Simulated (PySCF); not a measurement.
PySCF input (BP86/def2-TZVPD):

```python
from pyscf import gto, scf, dft

mol = gto.M(
    atom='''
    C    -0.00903452   -0.16590223   -1.17724503
    C     0.00142313    0.02613312    0.18544107
    N     0.01028281    0.18882474    1.33990349
    H     0.92041918   -0.21588433   -1.72503587
    H    -0.94673049   -0.26727414   -1.70346476
    ''',
    basis='def2-tzvpd',
    charge=0,
    spin=1,
    verbose=4,
)

mf = dft.UKS(mol, xc='bp86').density_fit(auxbasis='def2-universal-jkfit')
mf.grids.level = 3
mf.conv_tol = 1e-9
mf.max_cycle = 100
mf.max_memory = 1500
mf.kernel()
if not mf.converged:
    mf = mf.newton()
    mf.kernel(mf.make_rdm1())
for _ in range(2):
    mo, _, stable, _ = mf.stability(return_status=True)
    if stable:
        break
    mf.kernel(mf.make_rdm1(mo, mf.mo_occ))
mf.analyze()
```

Output:

```
PySCF version 2.14.0

[INPUT] verbose = 4
[INPUT] num. atoms = 5
[INPUT] num. electrons = 21
[INPUT] charge = 0
[INPUT] spin (= nelec alpha-beta = 2S) = 1
[INPUT] symmetry False subgroup None
[INPUT] Mole.unit = angstrom
[INPUT] Symbol           X                Y                Z      unit          X                Y                Z       unit  Magmom
[INPUT]  1 C     -0.009034520000  -0.165902230000  -1.177245030000 AA   -0.017072768467  -0.313509778155  -2.224670688205 Bohr   0.0
[INPUT]  2 C      0.001423130000   0.026133120000   0.185441070000 AA    0.002689325940   0.049384439580   0.350432834546 Bohr   0.0
[INPUT]  3 N      0.010282810000   0.188824740000   1.339903490000 AA    0.019431694691   0.356827044142   2.532050629449 Bohr   0.0
[INPUT]  4 H      0.920419180000  -0.215884330000  -1.725035870000 AA    1.739340169997  -0.407962258285  -3.259845349351 Bohr   0.0
[INPUT]  5 H     -0.946730490000  -0.267274140000  -1.703464760000 AA   -1.789061339875  -0.505074924779  -3.219081859248 Bohr   0.0

nuclear repulsion = 53.0863562031639
number of shells = 49
number of NR pGTOs = 178
number of NR cGTOs = 129
basis = def2-tzvpd
ecp = {}

******** <class 'pyscf.df.df_jk.DFUKS'> ********
method = DFUKS
initial guess = minao
damping factor = 0
level_shift factor = 0
DIIS = <class 'pyscf.scf.diis.CDIIS'>
diis_start_cycle = 1
diis_space = 8
diis_damp = 0
SCF conv_tol = 1e-09
SCF conv_tol_grad = None
SCF max_cycles = 100
direct_scf = False
number electrons alpha = 11  beta = 10
XC library pyscf.dft.libxc version 7.1.2
    S. Lehtola, C. Steigemann, M. J. T. Oliveira, and M. A. L. Marques,  SoftwareX 7, 1–5 (2018)
XC functionals = bp86
    A. D. Becke,  Phys. Rev. A 38, 3098 (1988)
    J. P. Perdew,  Phys. Rev. B 33, 8822 (1986)
    J. P. Perdew,  Phys. Rev. B 34, 7406–7406 (1986)
radial grids:
    Treutler-Ahlrichs [JCP 102, 346 (1995); DOI:10.1063/1.469408] (M4) radial grids

becke partition: Becke, JCP 88, 2547 (1988); DOI:10.1063/1.454033
pruning grids: <function nwchem_prune>
grids dens level: 3
symmetrized grids: False
atomic radii adjust function: <function treutler_atomic_radii_adjust>
small_rho_cutoff = 0
Set gradient conv threshold to 3.16228e-05
tot grids = 61760
init E= -132.361269446195
  alpha nocc = 11  HOMO = -0.240762431160846  LUMO = -0.066458048746167
  beta  nocc = 10  HOMO = -0.362927201530432  LUMO = -0.240762431160846

WARN: HOMO -0.240762431160846 >= LUMO -0.240762431160846

[...]
  beta  nocc = 10  HOMO = -0.311065701762727  LUMO = -0.175616082346544
  HOMO = -0.238140771423  LUMO = -0.175616082347  gap/eV = 1.70138
Extra cycle  E= -132.144042452617  delta_E= 1.02e-09  |g|= 4.95e-05  |ddm|= 4.16e-05
converged SCF energy = -132.144042452617  <S^2> = 0.7589876  2S+1 = 2.0089675
uhf_internal: lowest eigs of H = [0.24863615 0.29045933 0.30212131]
<class 'pyscf.df.df_jk.DFUKS'> wavefunction is stable in the internal stability analysis
**** SCF Summaries ****
Total Energy =                        -132.144042452616674
Nuclear Repulsion Energy =              53.086356203163945
One-electron Energy =                 -282.160318229862469
Two-electron Energy =                   96.929919574081865
Two-electron Coulomb Energy =          115.346225602814243
DFT Exchange-Correlation Energy =      -18.416306028732382
HOMO-LUMO gap [eV] =                     1.701383450243744
**** MO energy ****
                             alpha | beta                alpha | beta
MO #1   energy= -14.0206541707474  | -14.0137736206793  occ= 1 | 1
MO #2   energy= -9.97020446289374  | -9.95958696286794  occ= 1 | 1
MO #3   energy= -9.94968850168384  | -9.95176483999072  occ= 1 | 1
MO #4   energy= -0.851501767923615 | -0.840886868200485 occ= 1 | 1
MO #5   energy= -0.717536440617614 | -0.695329980357933 occ= 1 | 1
MO #6   energy= -0.492049991872442 | -0.484023624330433 occ= 1 | 1
MO #7   energy= -0.450070220902887 | -0.443610908222098 occ= 1 | 1
MO #8   energy= -0.363189553178582 | -0.339971905072416 occ= 1 | 1
MO #9   energy= -0.337023702296288 | -0.327903396067935 occ= 1 | 1
MO #10  energy= -0.314897487455874 | -0.311065701762727 occ= 1 | 1
MO #11  energy= -0.23814077142314  | -0.175616082346544 occ= 1 | 0
MO #12  energy= -0.0318428607317259 | -0.0303925086145108 occ= 0 | 0
MO #13  energy= -0.0118656473350097 | -0.00690716820375247 occ= 0 | 0
MO #14  energy= 0.020254057320105  | 0.0389988092166587 occ= 0 | 0
MO #15  energy= 0.0398726799084925 | 0.0410288795999627 occ= 0 | 0
MO #16  energy= 0.0659148287662102 | 0.0673011517836746 occ= 0 | 0
MO #17  energy= 0.0829023429173268 | 0.0889972827792528 occ= 0 | 0
MO #18  energy= 0.10387849945249   | 0.109988988517661  occ= 0 | 0
MO #19  energy= 0.124448840739891  | 0.136060420325318  occ= 0 | 0
MO #20  energy= 0.129827602390857  | 0.143575438130454  occ= 0 | 0
MO #21  energy= 0.144121866316032  | 0.143915749352156  occ= 0 | 0
MO #22  energy= 0.156988140115349  | 0.162196877947408  occ= 0 | 0
MO #23  energy= 0.157792356155604  | 0.163578932705224  occ= 0 | 0
MO #24  energy= 0.171775939702218  | 0.177019968010259  occ= 0 | 0
MO #25  energy= 0.21478819209205   | 0.21608814449645   occ= 0 | 0
MO #26  energy= 0.230871227966545  | 0.232483249263249  occ= 0 | 0
MO #27  energy= 0.232276095776274  | 0.234891441648111  occ= 0 | 0
MO #28  energy= 0.242488330328698  | 0.243819646883347  occ= 0 | 0
MO #29  energy= 0.262281107612923  | 0.265290379913786  occ= 0 | 0
MO #30  energy= 0.266780373446532  | 0.271302025201718  occ= 0 | 0
MO #31  energy= 0.282968723196654  | 0.291703165154821  occ= 0 | 0
MO #32  energy= 0.28793072407686   | 0.302420768084925  occ= 0 | 0
MO #33  energy= 0.33865992544115   | 0.349008320448773  occ= 0 | 0
MO #34  energy= 0.345393197718627  | 0.352247615717269  occ= 0 | 0
MO #35  energy= 0.367164871687112  | 0.375414100815194  occ= 0 | 0
MO #36  energy= 0.371347302248656  | 0.376201460831109  occ= 0 | 0
MO #37  energy= 0.378103420479331  | 0.382312477356437  occ= 0 | 0
MO #38  energy= 0.400692074995534  | 0.403538650057656  occ= 0 | 0
MO #39  energy= 0.443441480438494  | 0.452567677887607  occ= 0 | 0
MO #40  energy= 0.47528342527837   | 0.478389984056139  occ= 0 | 0
MO #41  energy= 0.479937079486852  | 0.480742538453707  occ= 0 | 0
MO #42  energy= 0.485744542471689  | 0.492391429211929  occ= 0 | 0
MO #43  energy= 0.489678798625191  | 0.495715663106014  occ= 0 | 0
MO #44  energy= 0.504773676898267  | 0.518035677578968  occ= 0 | 0
MO #45  energy= 0.5144364080244    | 0.52068263091648   occ= 0 | 0
MO #46  energy= 0.554401439487849  | 0.55872020297275   occ= 0 | 0
MO #47  energy= 0.582249343592734  | 0.587753783754467  occ= 0 | 0
MO #48  energy= 0.627356128938081  | 0.630379315142088  occ= 0 | 0
MO #49  energy= 0.635053378718656  | 0.644271523829649  occ= 0 | 0
MO #50  energy= 0.652980879860691  | 0.656837857051868  occ= 0 | 0
MO #51  energy= 0.662902009751807  | 0.679256737966312  occ= 0 | 0
MO #52  energy= 0.701205702805509  | 0.708936810672703  occ= 0 | 0
MO #53  energy= 0.706636973032368  | 0.710645843546056  occ= 0 | 0
MO #54  energy= 0.721313513387383  | 0.734725148289063  occ= 0 | 0
MO #55  energy= 0.768032375880608  | 0.77193072237165   occ= 0 | 0
MO #56  energy= 0.815487347182827  | 0.824636802203731  occ= 0 | 0
MO #57  energy= 0.849554634969654  | 0.864489807830576  occ= 0 | 0
MO #58  energy= 0.853098959601914  | 0.874377418393999  occ= 0 | 0
MO #59  energy= 0.919296762678055  | 0.926763831596286  occ= 0 | 0
MO #60  energy= 0.981000781432702  | 0.987866675109942  occ= 0 | 0
MO #61  energy= 1.00726813775258   | 1.02808269111778   occ= 0 | 0
MO #62  energy= 1.15896185411193   | 1.1861652691246    occ= 0 | 0
MO #63  energy= 1.19062950962401   | 1.19379439883761   occ= 0 | 0
MO #64  energy= 1.19214224953888   | 1.20284217101823   occ= 0 | 0
MO #65  energy= 1.34458771235192   | 1.36005470298434   occ= 0 | 0
MO #66  energy= 1.35990226643738   | 1.37947661170638   occ= 0 | 0
MO #67  energy= 1.39758027919734   | 1.41928994567967   occ= 0 | 0
MO #68  energy= 1.41928495819745   | 1.42804070199728   occ= 0 | 0
MO #69  energy= 1.5266483103786    | 1.52395190583611   occ= 0 | 0
MO #70  energy= 1.54923028091855   | 1.55209932232361   occ= 0 | 0
MO #71  energy= 1.64902610827926   | 1.66613005300148   occ= 0 | 0
MO #72  energy= 1.67624847845698   | 1.68721425784443   occ= 0 | 0
MO #73  energy= 1.72896923104288   | 1.73029661363271   occ= 0 | 0
MO #74  energy= 1.73156588693389   | 1.75239868281214   occ= 0 | 0
MO #75  energy= 1.74887056539575   | 1.7668591991431    occ= 0 | 0
MO #76  energy= 1.81282382074777   | 1.84778750661884   occ= 0 | 0
MO #77  energy= 1.8661792801561    | 1.87944996194137   occ= 0 | 0
MO #78  energy= 1.87754804044806   | 1.88325186621457   occ= 0 | 0
MO #79  energy= 1.9558017291712    | 1.95827594496366   occ= 0 | 0
MO #80  energy= 2.10578330245506   | 2.11851674941913   occ= 0 | 0
MO #81  energy= 2.19924092471319   | 2.22053516593817   occ= 0 | 0
MO #82  energy= 2.25776779743474   | 2.2622150644734    occ= 0 | 0
MO #83  energy= 2.33649700284665   | 2.35365871437075   occ= 0 | 0
MO #84  energy= 2.39013859989877   | 2.42548885183028   occ= 0 | 0
MO #85  energy= 2.4310043587923    | 2.44178601066793   occ= 0 | 0
MO #86  energy= 2.47062880391862   | 2.47065935191952   occ= 0 | 0
MO #87  energy= 2.50446623551683   | 2.51292191684405   occ= 0 | 0
MO #88  energy= 2.52040156659792   | 2.51727714503311   occ= 0 | 0
MO #89  energy= 2.56630211331633   | 2.56155860936504   occ= 0 | 0
MO #90  energy= 2.64983967291855   | 2.68788673509863   occ= 0 | 0
MO #91  energy= 2.66313308728923   | 2.6903177958382    occ= 0 | 0
MO #92  energy= 2.68148862693886   | 2.69458300337741   occ= 0 | 0
MO #93  energy= 2.8160872341396    | 2.82284014611474   occ= 0 | 0
MO #94  energy= 2.87667930365856   | 2.87661924496515   occ= 0 | 0
MO #95  energy= 2.93322476687308   | 2.94360769136538   occ= 0 | 0
MO #96  energy= 2.94165264123229   | 2.94403110008075   occ= 0 | 0
MO #97  energy= 2.9955157576751    | 3.00872100573248   occ= 0 | 0
MO #98  energy= 2.99833209590259   | 3.01371662853898   occ= 0 | 0
MO #99  energy= 3.0063924677621    | 3.03927755414835   occ= 0 | 0
MO #100 energy= 3.06977100931699   | 3.11458724713935   occ= 0 | 0
MO #101 energy= 3.12297575245293   | 3.12760521824233   occ= 0 | 0
MO #102 energy= 3.17434964988336   | 3.19171481152278   occ= 0 | 0
MO #103 energy= 3.36136279149859   | 3.3837578157357    occ= 0 | 0
MO #104 energy= 3.42670773675389   | 3.43553011709735   occ= 0 | 0
[...]
```

It need not be the lowest isomer of its formula.
